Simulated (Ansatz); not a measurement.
Input for Ansatz (a program for electronic structure): R-r2SCAN/def2-TZVPPD on CH4O (SMILES CO) with ghost functions. Files ending in .json are basis or fitting sets from the Basis Set Exchange.

Ansatz 0.2 input:
```yaml
crystal:
  periodic: [false, false, false]
  atoms:
    - {symbol: O, position_ang: [1.66191504, 0.21166822, -0.40756555]}
    - {symbol: H, position_ang: [2.13070504, 0.82605222, -0.97723155]}
    - {symbol: C, position_ang: [2.17074904, 0.36868722, 0.91415245]}
    - {symbol: H, position_ang: [1.61718004, -0.31950978, 1.54428245]}
    - {symbol: H, position_ang: [3.22974604, 0.11824822, 0.97087545]}
    - {symbol: H, position_ang: [2.01831004, 1.37938122, 1.29204445]}
basis:
  gaussian:
    orbitals: def2-TZVPPD.json
    ghost_atoms:
      - {symbol: O, position_ang: [-1.69889196, 0.33079422, -0.09092155]}
      - {symbol: H, position_ang: [-0.75465996, 0.30699722, -0.29505655]}
      - {symbol: C, position_ang: [-2.21482196, -0.95721178, -0.35626055]}
      - {symbol: H, position_ang: [-3.27270196, -0.94218878, -0.10756455]}
      - {symbol: H, position_ang: [-2.11936696, -1.23859478, -1.40771155]}
      - {symbol: H, position_ang: [-1.73759296, -1.73219678, 0.24899045]}
hamiltonian:
  xc: {name: r2SCAN}
scf: {lower_state_search: off}
```

The log:

```
WARN ansatz: RAYON_NUM_THREADS=1 ignored (pool sized by the plan → 1); use --threads N
Functional definition: r2SCAN
these checks for a lower state are left out or cut short: stability, starts, cluster_reference, orbital_swaps, neighbouring_geometries, increment
integrals: 0.17 GiB planned
1140 factors; their error is unknown
mean field: 1.45 GiB planned
mean field evaluation 1: about -3142.7583 eV, gradient 5.5e1 eV
mean field evaluation 2: about -3133.7787 eV, gradient 8.7e1 eV
mean field evaluation 4: about -3148.5386 eV, gradient 4.3e0 eV
mean field evaluation 8: about -3148.5780 eV, gradient 2.7e-2 eV
mean field evaluation 16: about -3148.5570 eV, gradient 7.6e-6 eV
mean field -3148.55695939 eV, -115.7073340891 hartree, gradient 2.5e-6 eV, S^2 0.000000; 0 other end points of the search recorded, 0 dependent functions left out
reference -3148.55697215 eV, -115.7073345579 hartree; 9, 9 occupied and 281, 281 virtual orbitals, 1140 factors
Total energy: -3148.55697215 eV, -115.7073345579 hartree
Checks for a lower state left out: stability, starts, cluster_reference, orbital_swaps, neighbouring_geometries, increment
```

Self-consistency was reached.

Cost: about 6 core-seconds (a rough figure).
